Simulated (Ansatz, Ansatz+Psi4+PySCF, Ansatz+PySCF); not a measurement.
```yaml
atoms:
  - { symbol: H, position_ang: [1.2596, -0.2229, 0.0093] }
  - { symbol: S, position_ang: [0.0064, 0.2178, -0.0055] }
  - { symbol: H, position_ang: [-0.4939, -1.1080, 0.0004] }
  - { symbol: H, position_ang: [-0.7621, -2.2256, 0.0036] }
```

Basis set: cc-pVTZ on H; cc-pV(T+d)Z on S (spherical functions). Correlated methods keep 5 orbitals frozen. Correlation on ROHF uses semicanonical orbitals with singles. Charge 0, multiplicity 2.

Computed with Ansatz (development build ahead of 0.2.0); each method stands on the lowest determinant of its kind that the runs found.

The atomization energy at this shape (free ground-state atoms in the same class of orbitals less the molecule, no zero-point energy) of doublet H3S:

| method | atomization energy |
| --- | --- |
| UHF-MP2 | 7.32 eV |
| ROHF-MP2 | 7.28 eV |

Problem. What does ROHF-CCSD(T) give?

Solution. 7.54 eV.
